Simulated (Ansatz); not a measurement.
Total energies of C₄H₈ (`C/C=C/C`).

```json
{"atom": "C1", "x (Å)": "0.9145", "y (Å)": "0.9406", "z (Å)": "1.4415"}
{"atom": "C2", "x (Å)": "-0.1227", "y (Å)": "0.3779", "z (Å)": "0.5315"}
{"atom": "C3", "x (Å)": "0.1228", "y (Å)": "-0.3776", "z (Å)": "-0.5317"}
{"atom": "C4", "x (Å)": "-0.9145", "y (Å)": "-0.9407", "z (Å)": "-1.4414"}
{"atom": "H5", "x (Å)": "0.8660", "y (Å)": "2.0340", "z (Å)": "1.4701"}
{"atom": "H6", "x (Å)": "0.7697", "y (Å)": "0.5946", "z (Å)": "2.4701"}
{"atom": "H7", "x (Å)": "1.9194", "y (Å)": "0.6536", "z (Å)": "1.1252"}
{"atom": "H8", "x (Å)": "-1.1591", "y (Å)": "0.6145", "z (Å)": "0.7718"}
{"atom": "H9", "x (Å)": "1.1591", "y (Å)": "-0.6141", "z (Å)": "-0.7720"}
{"atom": "H10", "x (Å)": "-0.7693", "y (Å)": "-0.5957", "z (Å)": "-2.4703"}
{"atom": "H11", "x (Å)": "-0.8665", "y (Å)": "-2.0341", "z (Å)": "-1.4691"}
{"atom": "H12", "x (Å)": "-1.9194", "y (Å)": "-0.6530", "z (Å)": "-1.1256"}
```

Charge 0, multiplicity 1. The geometry is a stationary point of PBE0-D4/def2-TZVP. Basis def2-TZVPP, Ansatz.

RPA on PBE orbitals: Hartree–Fock energy of these orbitals -156.13555 Eh, correlation -1.15480 Eh (frozen core).

| functional | energy without D4 (Eh) | D4 term (kJ/mol) |
| --- | --- | --- |
| LDA (SPW92) | -155.77410 | – |
| PBE | -157.05451 | -17.4 |
| revPBE | -157.23324 | -63.2 |
| BLYP | -157.19181 | -39.3 |
| r2SCAN | -157.17805 | -4.5 |
| B97M-V | -157.28646 | – |
| PBE0 | -157.08221 | -14.4 |
| r2SCANh | -157.17262 | -4.6 |
| r2SCAN0 | -157.16523 | -5.1 |
| CAM-B3LYP | -157.18697 | -14.3 |
| LC-ωPBE | -157.17852 | – |
| ωB97X-V | -157.23380 | – |
| B2PLYP | -157.12796 | – |
| PBE-QIDH | -157.05894 | – |

(1) Give the same for B3LYP, HSE06 (plane-wave form), BHLYP, ωB97M-V. (Best estimate.)

B3LYP takes the VWN-RPA correlation (the form of Gaussian; ORCA's B3LYP/G). HSE06 is the plane-wave form, built on full-range PBE exchange. The double hybrids freeze the cores in their second-order part.

Results:

(1) Computed: 
```
             functional  energy without D4 (Eh)  D4 term (kJ/mol)
                  B3LYP              -157.29366             -27.6
HSE06 (plane-wave form)              -157.07210             -13.3
                  BHLYP              -157.17949             -18.6
                ωB97M-V              -157.18660                 –
```

LC-ωPBE has ω = 0.4 bohr⁻¹.
